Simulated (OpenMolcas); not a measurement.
LiO (SMILES [Li][O]): the vertical energy of the quartet above the doublet from total energies

LiO has 2 atoms, charge 0, and is taken as a doublet. As SMILES, `[Li][O]`. The coordinates come from a PBE0-D4/def2-TZVP relaxation.

```xyz
2

Li    0.0000    0.0000   -0.0574
O     0.0000    0.0000    1.6232
```

Both states at this one shape; open shells run unrestricted unless said. 1 Eh = 27.2114 eV.

```
               level     program  doublet LiO (Eh)  quartet LiO (Eh)
U-revPBE/def2-TZVPPD  OpenMolcas        -82.677921        -82.538995
   UTPSS/def2-TZVPPD  OpenMolcas        -82.713228        -82.577608
```

Q: Work out the vertical gap, second state less first, at each level.

A: 
1. U-revPBE/def2-TZVPPD: -82.538995 − (-82.677921) = 0.138926 Eh = 3.78 eV.
2. UTPSS/def2-TZVPPD: -82.577608 − (-82.713228) = 0.135620 Eh = 3.69 eV.

No measured value is set beside it here; the levels span 3.69 to 3.78 eV.
